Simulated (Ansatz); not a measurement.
Calculated with Ansatz (gas phase, PBE0-D4/def2-TZVP geometries, no zero-point term in ΔE). CCSD(T)/CBS is the MP2 limit (def2-TZVPP, def2-QZVPP) plus CCSD(T) − MP2 in def2-TZVPP, frozen cores. This one scheme is used for every species. DFT in def2-TZVPP. B3LYP here is the variant with VWN-RPA as its local correlation; programs differ in this. HSE06 is defined as in plane-wave codes. Each species was taken in one conformer, which may not be the lowest.

Reaction (cleavage of the B–Al bond): `[AlH2][BH]Cl` + NH₃ → `NBCl` + `[AlH3]`

```csv
level,ΔE (kJ/mol),difference from CCSD(T)/CBS
B97M-V,-180.5,-17.8
PBE0-D4,-163.6,-0.9
B3LYP-D4,-170.2,-7.5
r2SCANh-D4,-169.6,-6.9
CAM-B3LYP-D4,-176.8,-14.1
B2PLYP,-171.7,-9.0
PBE-QIDH,-169.1,-6.4
B3LYP,-170.3,-7.6
r2SCAN0,-170.8,-8.1
HSE06,-163.7,-1.0
BHLYP,-175.4,-12.7
RPA@PBE/def2-TZVPP,-161.1,1.6
HF/def2-SVP,-189.6,-26.9
CCSD(T)/def2-SVP,-184.6,-21.9
HF/def2-QZVPP,-175.2,-12.5
MP2/CBS(def2),-171.0,-8.3
CCSD(T)/CBS,-162.7,0
```

Largest T1 diagnostic among the species: 0.013.

Leaving LDA and LC-ωPBE aside and taking each functional with its dispersion term where it has one, the values, not all of them listed here, spread over 21.2 kJ/mol, from B97M-V to revPBE-D4. LDA lies −15.4 kJ/mol from PBE without D4. From PBE to PBE0 (25 % exact exchange), in def2-TZVPP and without D4, ΔE moves by −3.9 kJ/mol.
